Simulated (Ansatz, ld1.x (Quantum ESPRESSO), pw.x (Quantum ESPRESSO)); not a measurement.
## pw.x on sc Pd: one setting changed

Potential: norm-conserving Troullier–Martins (Kleinman–Bylander form), ld1.x (Quantum ESPRESSO) 7.5, LDA (PW92); core [Kr], reference 4d10 5s0 5p0; waves: 5s (bound, empty): rc 2.30 bohr; 5p (bound, empty): rc 2.65 bohr; 4d (bound): rc 2.20 bohr; local part: all-electron potential smoothed inside 1.80 bohr (lloc = -2); core correction: none.

The reference run (k-mesh 13³, cutoffs 85/340 Ry, Fermi–Dirac 0.01 Ry, mixing_beta 0.4, conv_thr 1e-9, no spin) gives -1.25 GPa at 16.362 Å³/atom, where all-electron LAPW gives 0.29 GPa. This run, with its own iteration cap, changes k-mesh shift to 1.

```
&control
  calculation='scf', prefix='x', pseudo_dir='./', outdir='./tmp', tstress=.true., disk_io='none'
/
&system
  ibrav=0, nat=1, ntyp=1, ecutwfc=85, ecutrho=340, nbnd=12,
  occupations='smearing', smearing='fd', degauss=0.01
/
&electrons
  conv_thr=1e-09, mixing_beta=0.4, electron_maxstep=50
/
ATOMIC_SPECIES
Pd 1.0 Pd.UPF
CELL_PARAMETERS angstrom
  2.53870436 0.00000000 0.00000000
  0.00000000 2.53870436 0.00000000
  0.00000000 0.00000000 2.53870436
ATOMIC_POSITIONS crystal
Pd 0.0000 0.0000 0.0000
K_POINTS automatic
13 13 13 1 1 1
```

```bash
pw.x < Pd.scf.in > Pd.scf.out
```

Q: How does the run end?

A: It converges in 8 iterations; the free energy moves by +5.2 meV/atom and the pressure by +0.18 GPa.

```
Message from routine setup:
     using ibrav=0 with symmetry is DISCOURAGED, use correct ibrav instead
     lattice parameter (alat)  =       4.7975  a.u.
     unit-cell volume          =     110.4162 (a.u.)^3
     number of electrons       =        10.00
     number of Kohn-Sham states=           12
     kinetic-energy cutoff     =      85.0000  Ry
     charge density cutoff     =     340.0000  Ry
     scf convergence threshold =      1.0E-09
     Exchange-correlation= PW
     number of k points=    84  Fermi-Dirac smearing, width (Ry)=  0.0100
     iteration #  1     ecut=    85.00 Ry     beta= 0.40
     total energy              =     -57.58052065 Ry
     estimated scf accuracy    <       0.29614189 Ry
     iteration #  2     ecut=    85.00 Ry     beta= 0.40
     total energy              =     -57.63956080 Ry
     estimated scf accuracy    <       0.00198970 Ry
     iteration #  3     ecut=    85.00 Ry     beta= 0.40
     total energy              =     -57.63993040 Ry
     estimated scf accuracy    <       0.00056180 Ry
     [... 2 iterations left out ...]
     iteration #  6     ecut=    85.00 Ry     beta= 0.40
     total energy              =     -57.63994267 Ry
     estimated scf accuracy    <       0.00000009 Ry
     iteration #  7     ecut=    85.00 Ry     beta= 0.40
     total energy              =     -57.63994268 Ry
     estimated scf accuracy    <          3.7E-09 Ry
     iteration #  8     ecut=    85.00 Ry     beta= 0.40
     the Fermi energy is    12.3575 ev
!    total energy              =     -57.63994268 Ry
     estimated scf accuracy    <          1.4E-11 Ry
     smearing contrib. (-TS)   =      -0.00577099 Ry
     The total energy is F=E-TS. E is the sum of the following terms:
     one-electron contribution =       2.60212378 Ry
     hartree contribution      =       8.64788646 Ry
     xc contribution           =      -9.74247207 Ry
     ewald contribution        =     -59.14170986 Ry
     convergence has been achieved in   8 iterations
          total   stress  (Ry/bohr**3)                   (kbar)     P=      -10.70
     Message from routine punch:
     Nothing written, as per user request (disk_io='none')
```

The run took about 13 s on one core of a shared host (Neoverse-V1, 32 threads, 247 GiB, load 25).
